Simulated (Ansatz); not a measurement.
Ansatz (a quantum-chemistry and plane-wave program) input (RPA@PBE/cc-pVTZ):

Ansatz 0.2 input:
```yaml
crystal:
  periodic: [false, false, false]
  atoms:
    - {symbol: C, position_ang: [0.20259228, 0.09912095, 1.44002477]}
    - {symbol: C, position_ang: [-0.00343710, 0.12720683, 0.06465403]}
    - {symbol: H, position_ang: [0.33610835, 1.01027003, 2.01483663]}
    - {symbol: H, position_ang: [0.26267791, -0.84089184, 1.97627442]}
    - {symbol: C, position_ang: [-0.11172426, 1.22219079, -0.78632518]}
    - {symbol: H, position_ang: [-0.00790611, 2.23945213, -0.42186803]}
    - {symbol: H, position_ang: [-0.27739402, 1.08881405, -1.84913382]}
    - {symbol: C, position_ang: [-0.08717194, -1.23676983, -0.61157471]}
    - {symbol: H, position_ang: [-0.49909775, -1.98965260, 0.06786304]}
    - {symbol: H, position_ang: [-0.72089881, -1.19714553, -1.50318625]}
    - {symbol: H, position_ang: [0.90495651, -1.58133872, -0.92545946]}
basis:
  gaussian:
    orbitals: cc-pVTZ
hamiltonian:
  xc: pbe
total_charge: -1
magnetization: {spin_polarized: false}
correlation: {method: rpa, electrons: outside_noble_gas}
```

Output:

```
Functional definition: PBE
integrals: 0.42 GiB planned
1229 factors; integrals over basis functions are off by at most 1.0e-3 eV
mean field: 1.22 GiB planned
mean field evaluation 1: about -4246.4546 eV, gradient 6.3e1 eV
mean field evaluation 2: about -4246.4350 eV, gradient 6.3e1 eV
mean field evaluation 4: about -4253.9321 eV, gradient 2.8e1 eV
mean field evaluation 8: about -4256.2053 eV, gradient 4.4e-1 eV
mean field evaluation 16: about -4256.2060 eV, gradient 3.4e-4 eV
mean field -4256.20596118 eV, -156.4126841134 hartree, gradient 5.5e-6 eV, S^2 0.000000; 0 other end points of the search recorded, 0 dependent functions left out
4 core orbitals not correlated
reference -4230.53705153 eV, -155.4693690827 hartree; 12, 12 occupied and 202, 202 virtual orbitals, 1229 factors
Total energy: -4262.27935037 eV, -156.6358770492 hartree
```

It need not be the lowest isomer of its formula. Whether it binds its extra electron was not tested at this geometry.
